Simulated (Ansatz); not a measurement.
## O$_{2}$, triplet: reading a ladder of total energies

Geometry: that of the O2, singlet, kept fixed.

```yaml
atoms:
  - { symbol: O, position_ang: [0.0000, 0.0000, 0.0000] }
  - { symbol: O, position_ang: [0.0000, 0.0000, 1.1930] }
```

Basis 6-31G; Ansatz 0.2.0. Correlated methods freeze the noble-gas cores, which leaves 12 electrons in 16 orbitals. Prefix R: restricted or restricted open-shell reference; prefix U: unrestricted.

Full CI is exact within this basis and frozen core; it isn't the basis-set limit. The frozen core follows each run's orbitals, which can shift R against U totals by a few meV.

Runs differ by some tens of microhartree through their thresholds and, for an open shell, their frozen cores, so steps under 0.1 kcal/mol mean nothing.

```csv
level,total energy (hartree)
UHF,-149.545827
UMP2,-149.779526
UCCSD,-149.776330
UCCSD(T),-149.781768
UCCSDT,-149.781819
UCCSDT(Q),-149.783689
UCCSDTQ,-149.783566
full CI,-149.783693
```

Problem. What is the correlation energy at full CI, and what share of it do UMP2 and UCCSDT recover?

Solution. E(corr) = -149.783693 − (-149.545827) = -0.237866 hartree = -6.473 eV. UMP2: -0.233699 / -0.237866 = 98.25 %. UCCSDT: -0.235992 / -0.237866 = 99.21 %.

Problem. By how many kcal/mol does UCCSD(T) miss full CI (1 hartree = 627.509 kcal/mol), and which steps make up the rest?

Solution. -149.781768 − (-149.783693) = 0.001925 hartree = 1.21 kcal/mol. Steps: UCCSDT − UCCSD(T) = -0.03, UCCSDT(Q) − UCCSDT = -1.17, UCCSDTQ − UCCSDT(Q) = 0.08, full CI − UCCSDTQ = -0.08 kcal/mol. Differences between like states or geometries often cancel part of this.
